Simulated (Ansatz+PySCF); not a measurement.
Values are calculated unless marked as measured or tabulated.
Input for PySCF 2.14.0:

```python
from pyscf import gto, scf, mp

mol = gto.M(atom="""
Li 0.000000 0.000000 -1.148960
F 0.000000 0.000000 0.382990
""", basis='sto-3g', charge=0, spin=0)
mf = scf.RHF(mol)
mf.kernel()
pt = mp.MP2(mf, frozen=1).run()
print(mf.e_tot, pt.e_corr, pt.e_tot)
```

The script is written out from the run's settings.

Results

```json
{
 "Converged": "yes",
 "Reference energy": "-105.36595 hartree",
 "Correlation energy": "-0.05878 hartree",
 "Total energy": "-105.42473 hartree"
}
```

Caution: large share of triples, a single reference is doubtful.
